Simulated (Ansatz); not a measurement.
# quartet AlNH2F at 3 levels

We compute a comparison of 3 runs (UPBE0/def2-TZVP, USVWN5/def2-TZVP, UMP2/def2-TZVP) of quartet AlNH2F. 

The calculation is run with Ansatz 0.2.0.

43 further runs of the same task are left out: 43 set aside as unsound or not needed.

## (1) The molecule

The species is AlNH2F (5 atoms), meant as a quartet with charge 0. SMILES of the parent species: `[NH2][Al][F]`. The coordinates come from a PBE0-D4/def2-TZVP relaxation. This is one conformer, not always the lowest. That shape belongs to the parent species and isn't relaxed for this state.

Bond lengths: N1–Al2 1.765 Å, Al2–F3 1.658 Å, N1–H4 1.007 Å, N1–H5 1.009 Å. Angles: N1–Al2–F3 117.4°, Al2–N1–H4 124.8°, Al2–N1–H5 124.2°, H4–N1–H5 111.0°.

## (2) A single-point energy at UPBE0/def2-TZVP (run 1)

run.yaml reads:

```yaml
crystal:
  periodic: [false, false, false]
  atoms:
    - {symbol: N, position_ang: [-0.384700, 0.499000, -0.263800]}
    - {symbol: Al, position_ang: [0.632000, -0.282800, 0.949500]}
    - {symbol: F, position_ang: [1.228700, -1.786800, 0.590000]}
    - {symbol: H, position_ang: [-0.804300, 1.408300, -0.162700]}
    - {symbol: H, position_ang: [-0.621700, 0.088600, -1.154400]}
basis:
  gaussian:
    orbitals: def2-TZVP
magnetization:
  spin_polarized: true
  initial_magnetization: 3
hamiltonian:
  xc: {name: PBE0}
accuracy: high
output:
  orbitals: {seedname: orbitals}
```

Started as:

```sh
$ ansatz run run.yaml --threads 1 --pin off --max-ram 2610MiB --events-out events.jsonl --progress --plain --runs-dir runs
```

Log:

```text
Warning: RAYON_NUM_THREADS=1 ignored (pool sized by the plan → 1); use --threads N
Functional definition: PBE0
  name "PBE0"
  parameter a = 0.25
  parameter kappa = 0.804
  parameter beta = 0.06672455060314922
  exchange = (1 - a)*pbe_x(kappa = kappa, mu = beta*pi^2/3) + a*exact_x
  correlation = pbe_c(beta = beta)
1848 factors; integrals over basis functions are off by at most 5.8e-9 eV
mean field evaluation 1: about -10823.5741 eV, gradient 3.4e1 eV
mean field evaluation 2: about -10815.1007 eV, gradient 6.2e1 eV
mean field evaluation 4: about -10827.5076 eV, gradient 1.8e0 eV
mean field evaluation 8: about -10827.5709 eV, gradient 1.4e-1 eV
mean field evaluation 16: about -10827.5711 eV, gradient 8.6e-5 eV
mean field -10827.57110927 eV, -397.9058990742 hartree, gradient 7.5e-8 eV, S^2 3.754186; 2 other end points of the search recorded, 0 dependent functions left out
reference -10827.57111208 eV, -397.9058991775 hartree; 17, 14 occupied and 94, 97 virtual orbitals, 1848 factors
Total energy: -10827.57111208 eV, -397.9058991775 hartree
```

Run time: 13 s. Hardware: 1 thread of Arm Neoverse V1, shared host; peak memory 0.38 GiB.

## (3) A single-point energy at USVWN5/def2-TZVP (run 2)

run.yaml reads:

```yaml
crystal:
  periodic: [false, false, false]
  atoms:
    - symbol: "N"
      position_ang: [-0.384700, 0.499000, -0.263800]
    - symbol: Al
      position_ang: [0.632000, -0.282800, 0.949500]
    - symbol: F
      position_ang: [1.228700, -1.786800, 0.590000]
    - symbol: H
      position_ang: [-0.804300, 1.408300, -0.162700]
    - symbol: H
      position_ang: [-0.621700, 0.088600, -1.154400]
basis:
  gaussian: {orbitals: def2-TZVP}
output: {orbitals: {seedname: orbitals}}
accuracy: high
hamiltonian: {xc: {name: SVWN5}}
magnetization: {spin_polarized: true, initial_magnetization: 3}
```

Started as:

```sh
$ ansatz run run.yaml --threads 1 --pin off --max-ram 2610MiB --events-out events.jsonl --progress --plain --runs-dir runs
```

Log:

```text
Warning: RAYON_NUM_THREADS=1 ignored (pool sized by the plan → 1); use --threads N
Functional definition: SVWN5
  name "SVWN5"
  exchange = slater_x
  correlation = vwn5_c
1848 factors; integrals over basis functions are off by at most 5.8e-9 eV
mean field evaluation 1: about -10770.8657 eV, gradient 4.0e1 eV
mean field evaluation 2: about -10757.9992 eV, gradient 7.2e1 eV
mean field evaluation 4: about -10767.6942 eV, gradient 3.8e1 eV
mean field evaluation 8: about -10776.5044 eV, gradient 2.3e-1 eV
mean field evaluation 16: about -10776.4998 eV, gradient 2.6e-4 eV
mean field evaluation 32: about -10761.7301 eV, gradient 4.1e1 eV
mean field evaluation 64: about -10774.3741 eV, gradient 1.7e0 eV
mean field -10776.49978327 eV, -396.0290624611 hartree, gradient 4.1e-8 eV, S^2 3.752393; 7 other end points of the search recorded, 0 dependent functions left out
reference -10776.49978629 eV, -396.0290625724 hartree; 17, 14 occupied and 94, 97 virtual orbitals, 1848 factors
Total energy: -10776.49978629 eV, -396.0290625724 hartree
```

It took 9 s on 1 thread of Arm Neoverse V1, shared host; peak memory 0.29 GiB.

## (4) A single-point energy at UMP2/def2-TZVP (run 3)

input.yaml reads:

```yaml
crystal:
  periodic: [false, false, false]
  atoms:
    - {symbol: "N", position_ang: [-0.384700, 0.499000, -0.263800]}
    - {symbol: Al, position_ang: [0.632000, -0.282800, 0.949500]}
    - {symbol: F, position_ang: [1.228700, -1.786800, 0.590000]}
    - {symbol: H, position_ang: [-0.804300, 1.408300, -0.162700]}
    - {symbol: H, position_ang: [-0.621700, 0.088600, -1.154400]}
basis:
  gaussian:
    orbitals: def2-TZVP
magnetization:
  spin_polarized: true
  initial_magnetization: 3
correlation:
  method: mp2
  frozen_orbitals: {Al: 5, F: 1, H: 0, "N": 1}
accuracy: high
```

Started as:

```sh
$ ansatz run input.yaml --threads 1 --pin off --max-ram 2610MiB --events-out events.jsonl --progress --plain --runs-dir runs
```

Log, shortened:

```text
Warning: RAYON_NUM_THREADS=1 ignored (pool sized by the plan → 1); use --threads N
Functional definition: HF
  name "HF"
[...]
1848 factors; integrals over basis functions are off by at most 5.8e-9 eV
[...]
mean field -10802.40559803 eV, -396.9810835941 hartree, gradient 2.8e-8 eV, S^2 3.759994; 2 other end points of the search recorded, 0 dependent functions left out
7 core orbitals not correlated: weight in the atoms' cores, before any rotation towards them, 1.000 or more for the frozen orbitals, at most 0.000 for the correlated occupied ones
reference -10802.40559803 eV, -396.9810835941 hartree; 10, 7 occupied and 94, 97 virtual orbitals, 1848 factors
second order -12.60112241 eV of doubles, -0.00000000 eV of singles
Total energy: -10815.00672044 eV, -397.4441663013 hartree
```

Wall time 6.9 s (1 thread of Arm Neoverse V1, shared host); peak memory 0.28 GiB.

## (5) The series

```tsv
run	level	frozen core orbitals	energy (Eh)	HOMO energy (eV)	⟨S²⟩	wall time
1	UPBE0/def2-TZVP	–	-397.905899	-2.73	3.754	13 s
2	USVWN5/def2-TZVP	–	-396.029063	-1.88	3.752	9 s
3	UMP2/def2-TZVP	7	-397.444166	–	3.760	6.9 s
```

## (6) Summary of results

| quantity | value |
| --- | --- |
| run 3: total energy | -397.44417 Eh |
| run 3: correlation energy (7 core orbitals frozen) | -463.1 mEh |
| run 3: ⟨S²⟩ of the reference determinant | 3.760 |

What this shows: Totals of different functionals can't be ranked against each other. All runs together took 29 s, the longest 13 s.
